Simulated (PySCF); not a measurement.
methanethial: gas-phase deprotonation enthalpies at several levels

Structure: `C=S` (CH2S). Coordinates in Å; atoms count from 1 in this order:
```
C    -0.1000    0.0169   -0.2047
S     1.4525   -0.1954   -0.5683
H    -0.6764    0.8788   -0.5740
H    -0.6553   -0.6904    0.4302
```

All levels share the PBE0-D3(BJ)/ma-def2-SVP structures and the PBE0-D3(BJ)/ma-def2-SVP thermal terms; only the single-point energies (PySCF) change. Values are gas-phase deprotonation enthalpies (298 K, kJ/mol).

```csv
level,C1,time
CCSD(T)/jun-cc-pV(T+d)Z,1615,28 s
HF/jun-cc-pV(T+d)Z,1616,0.68 s
MP2/jun-cc-pV(T+d)Z,1617,3.6 s
ωB97X-D3(BJ)/ma-def2-TZVP,1619,–
```

Times are wall times for all single points of a level on 1 thread of AMD EPYC 7B13, a shared host; the dash marks the run that also made the structures.

Hartree-Fock leaves out electron correlation, so its deprotonation energies can be off by tens of kJ/mol.

The spread: 4 kJ/mol, from 1615 to 1619.
